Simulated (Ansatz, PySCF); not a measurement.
Species: thiooxirane, C$_{2}$H$_{4}$S (charge 0, singlet). SMILES: C1CS1
Geometry: optimised at B3LYP-D3(BJ)/def2-TZVP (Ansatz, an electronic-structure program).

Wanted: atomisation energy (electronic, to ground-state atoms), in kcal/mol. Valence correlation only, unless marked. UHF or UKS for open shells. No spin-orbit coupling. No relativistic terms. The coupled-cluster limit lacks core correlation, which all-electron functionals hold. CBS(X,Y): correlation extrapolated as X^-3; Hartree-Fock from the larger set. [CCSD(T)-MP2]/basis is that difference in the basis named.

```tsv
level	program	atomisation energy (kcal/mol)	minus last row	rough core time
BLYP-D3(BJ)/def2-TZVPD	Ansatz + dftd3	621.7	-3.4	under 20 s
TPSS/def2-TZVPD	PySCF	631.0	5.9	-
BHLYP-D4/def2-TZVPD	Ansatz + dftd4	604.7	-20.4	under 20 s
TPSSh-D3(BJ)/def2-TZVPD	PySCF + dftd3	631.8	6.7	-
r2SCANh-D4/def2-TZVPD	Ansatz + dftd4	624.5	-0.6	under 20 s
LC-wPBE/def2-TZVPD	Ansatz	623.4	-1.7	under 20 s
CCSD(T)/6-31G*	Ansatz	568.2	-56.9	under 20 s
CCSD(T)/cc-pwCVTZ	Ansatz	608.8	-16.3	40 s
RI-MP2/CBS(cc-pV(T+d)Z,cc-pV(Q+d)Z)+[CCSD(T)-MP2]/cc-pV(D+d)Z	Ansatz	626.3	1.2	under 20 s
RI-MP2/CBS(cc-pV(T+d)Z,cc-pV(Q+d)Z)+[CCSD(T)-MP2]/cc-pV(T+d)Z	Ansatz	625.1	0.0	25 s
```

Core times are rough, on shared machines, summed over the molecules involved; a dash marks a level read off another run, or run on other hardware, by another program or under a memory cap.
